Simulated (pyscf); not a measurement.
Structures and frequencies: ωB97X-D3(BJ)/def2-SVP in PySCF. MP2 and CC: frozen core, UHF for open shells. ΔMP2 is the change of the MP2 total energy from the triple- to the quadruple-zeta basis.

Problem. Estimate the classical barrier height and the reaction energy of `[Cl][InH][Cl]` → `[ClH]` + `[Cl][In]` [singlet] at CCSD(T)/def2-TZVPP + ΔMP2(QZVPP). The step runs on the singlet surface, breaks Cl–In, H–In and forms Cl–H; take the reactant's lowest minimum found as zero.

Solution. ΔE‡ = 42.7 kcal/mol, ΔE = +6.8 kcal/mol. Zero-point energy shifts the barrier by -1.3 kcal/mol. It is a 1,1-elimination, with an imaginary mode of 1199i cm⁻¹. On the product side the descent ends in a complex, 4.2 kcal/mol under the separated species and 38.5 kcal/mol under the saddle at ωB97X-D3(BJ)/def2-TZVP. At ωB97X-D3(BJ) the barrier from the zero used here is 47.9 kcal/mol. One saddle was located; it need not be the lowest between these sides. The CCSD(T) − MP2 part came from Ansatz, without density fitting, on the same reference. The frozen core leaves the outer d or s,p core shells of the metals and heavy elements correlated in the MP2 and CC values, and def2-TZVPP describes them poorly, which can shift differences by a few kcal/mol. Elements past Kr carry the def2 core potentials, without spin-orbit coupling.
